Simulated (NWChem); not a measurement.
Species: chloromethane (CH3Cl); SMILES ClC

```xyz
5

C      0.0000     0.0000    -1.1109
Cl     0.0000     0.0000     0.6644
H      0.7330     0.7330    -1.4701
H      0.2683    -1.0013    -1.4701
H     -1.0013     0.2683    -1.4701
```
Atoms are numbered in this order, from 1.

Geometry: optimised at PBE0/def2-SVP.

List the 4 lowest vertical singlet excitations from Hartree-Fock/6-31+G* (spherical d), CIS (NWChem).


```json
[
 {"state": "S1", "energy (eV)": "8.34", "oscillator strength": "0.002", "leading excitation (squared amplitude)": "HOMO → LUMO (0.41)"},
 {"state": "S2", "energy (eV)": "8.34", "oscillator strength": "0.002", "leading excitation (squared amplitude)": "HOMO−1 → LUMO (0.41)"},
 {"state": "S3", "energy (eV)": "9.04", "oscillator strength": "0.030", "leading excitation (squared amplitude)": "HOMO → LUMO+1 (0.78)"},
 {"state": "S4", "energy (eV)": "9.04", "oscillator strength": "0.030", "leading excitation (squared amplitude)": "HOMO−1 → LUMO+1 (0.78)"}
]
```
